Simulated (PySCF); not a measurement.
One ligand Y is varied and pulled off as a radical: Cd(OCH3)1–Y. Isolated molecules, 0 K electronic values unless said otherwise. One relaxed conformer stands for each flexible species; it need not be the lowest. Multiplicities are imposed; where one is given, others were not computed. Strings in code marks are SMILES.

Calculation: PySCF with r2SCAN-D4/def2-TZVP // r2SCAN-D4/def2-SVP. All candidates: neutral, multiplicity 2. 

```yaml
highest_occupied_spin_orbital: -7.57 eV
dipole_moment: 1.76 D
```

### Question
Identify which member has these values.
A) `[OH]`
B) `[SH]`
C) `[CH3]`
D) `C[N]C`

### Answer
A, `[OH]`. The others give `[CH3]`: -5.88 eV, 0.00 D; `[SH]`: -6.40 eV, 0.91 D; `C[N]C`: -5.98 eV, 1.71 D
